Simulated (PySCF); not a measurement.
# CH5FO, a complex of two parts: interaction energy

Computed with PySCF 2.14.0; each step states its level. No surroundings beyond the atoms listed, unless a continuum is named. Atoms count from 0, parts from 1.

## (1) Starting point

8 atoms, charge 0, multiplicity 1; geometry: GFN2-xTB. Parts: 1 = atoms 0–1, `F`, charge 0; 2 = atoms 2–7, `CO`, charge 0.

## (2) Geometry optimisation at PBE0-D3(BJ)/def2-SVPD

The job: settings as JSON, then the geometry in Å.

```
{"job": {"xc": "PBE0", "basis": "def2-SVPD", "d3": "d3bj", "grid": 2, "kind": "geom", "shake": 0.01}, "charge": 0, "multiplicity": 1, "parts": [{"atoms": "0-1", "charge": 0, "multiplicity": 1}, {"atoms": "2-7", "charge": 0, "multiplicity": 1}]}
F      0.131248     0.614815     0.121529
H     -0.836475     0.721674     0.275833
C     -2.709349     2.352230     0.638660
O     -2.373116     1.009270     0.311327
H     -2.252793     3.036390    -0.089647
H     -2.249005     2.537921     1.622149
H     -3.756748     2.521280     0.705996
H     -2.770637     0.807866    -0.552496
```

Command:

```console
$ OMP_NUM_THREADS=1 python cluster_run.py task.json out
```

This one command runs all jobs of the session in turn.

Q: Estimate the wall time and peak memory of this first job on 1 thread of Arm Neoverse N1, shared host.

About 21 s, with a peak of 0.47 GiB.
